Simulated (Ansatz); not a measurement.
The same path of CH₅BO (8 atoms, charge 0, multiplicity 1) was run twice with different band settings. Lost on the way: B1–H2, O3–H4. Made: H2–H4.

All numbers below come from Ansatz 0.2.0, RKS BLYP/def2-SVPD.

Relaxed end points:

```xyz
8
Properties=species:S:1:pos:R:3
B 0.057 0.018 -0.584
H -0.129 0.834 -1.470
O 0.538 -1.222 -0.921
H 0.694 -1.340 -1.874
C -0.231 0.343 0.926
H -0.042 -0.512 1.604
H 0.393 1.200 1.258
H -1.281 0.680 1.060
```

```xyz
8
Properties=species:S:1:pos:R:3
B 0.280 -1.027 0.345
H 0.021 0.994 -2.591
O 0.669 -2.005 -0.269
H 0.245 0.263 -2.569
C -0.210 0.207 1.123
H -0.243 0.001 2.210
H 0.464 1.069 0.955
H -1.227 0.498 0.796
```

Common settings: movable images 7; climbing image yes; spring 5.0 eV/Å²; start path through a guess of the saddle point; force threshold 0.03 eV/Å; iteration limit 60; end points relaxed.

| run | optimiser | largest step |
| --- | --- | --- |
| 1 | quadratic models (default) | default |
| 2 | lbfgs | 0.5 Å |

Q: What does each run give, and how far can it be trusted?

A: Run 1: converged after 9 iterations, highest image 2.291 eV above the first end. Neighbouring images differ by up to 1.2 eV, so the band resolves the path poorly. A vibrational analysis at the climbing image gives one clearly imaginary mode, 1653i cm⁻¹: a first-order saddle point.
Run 2: converged after 47 iterations, highest image 2.291 eV above the first end. Another band between the same ends (7 images) ends at a top of the same energy, where a vibrational analysis finds 1 clearly imaginary mode.
The orbitals stay closed-shell, which can raise the energy where a bond breaks towards radicals; this wasn't checked here.
